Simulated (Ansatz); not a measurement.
System: tetradymite Bi₂Te₃. Method: PBE-D3(BJ) in Ansatz (PAW).

Run with plane-wave cutoff 520 eV, 10×10×10 k mesh, perturbation theory, scalar-relativistic PAW data made under PBE.

Computed at the level's own relaxed cell.

Harmonic phonon frequencies (cm⁻¹; i marks an imaginary mode; at Γ without the LO shift):

```json
[
 {"q point": "Γ", "frequencies": "0 0 0 42 42 64 70 70 100 100 105 111 111 130 141"},
 {"q point": "T", "frequencies": "21 21 30 37 37 54 87 87 106 106 107 107 116 141 143"},
 {"q point": "L", "frequencies": "31 34 53 55 56 70 83 90 99 101 106 106 109 117 129"}
]
```

No imaginary mode appears at these points.

Note: the dispersion coefficients are held fixed in the derivatives.

Ansatz is a quantum-chemistry and plane-wave program.
